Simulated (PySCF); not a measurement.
**Assignment exercise: C2H5N**

Cartesian coordinates in Å; atom numbers follow the order of the lines, from 1:
```xyz
8

C    -0.8157   -0.0388   -0.0304
C     0.6013    0.4292   -0.0780
N     1.6488   -0.2467    0.1240
H    -0.8804   -1.1016    0.2107
H    -1.3778    0.5300    0.7165
H    -1.3053    0.1378   -0.9928
H     0.7395    1.4889   -0.3181
H     1.4125   -1.2184    0.3378
```

[PySCF: structure optimised with PBE0-D3(BJ)/def2-TZVP; PBE0/pcSseg-2 with gauge-including orbitals; gas phase; no relativistic terms; a single conformation; rapidly exchanging positions averaged]

Referencing at the same level of theory: ¹³C, ¹H against TMS.

Q: Assign these signals to the numbered atoms. ¹³C{¹H} NMR (computed): δ 182.6, 31.7.

A: 
| δ (ppm) | atoms | environment | reason |
| --- | --- | --- | --- |
| 182.6 | C2 | carbon bonded to C, N, H | – |
| 31.7 | C1 | carbon bonded to C, 3 H | – |

Q: Assign these signals to the numbered atoms. ¹H NMR (500 MHz, computed): δ 9.96 (br s, 1H), 8.06 (q, 1H), 1.92 (d, 3H).

A: 
9.96 → H8, hydrogen on a nitrogen bonded to C
8.06 → H7, hydrogen on a carbon bonded to C, N
1.92 → H4/H5/H6, hydrogen on a carbon bonded to C

OH and NH positions are those of a molecule without intermolecular hydrogen bonds; in solution they move with solvent, concentration and temperature, and exchange usually removes their couplings. Shifts are as computed. Against solution values, carbons near 30 ppm lie about +3 ppm off and those near 130 ppm about +9 ppm. Of 1211 compounds with measured shifts, 218 miss one by over three times the rms of a fit or turn the order of signals round; such compounds aren't used in these exercises. No couplings were computed; multiplicities are counted from neighbouring protons, with m where these are inequivalent, close in shift, in a saturated or five-membered ring or joined by F or P, and br s for small geminal =CH2 splittings.
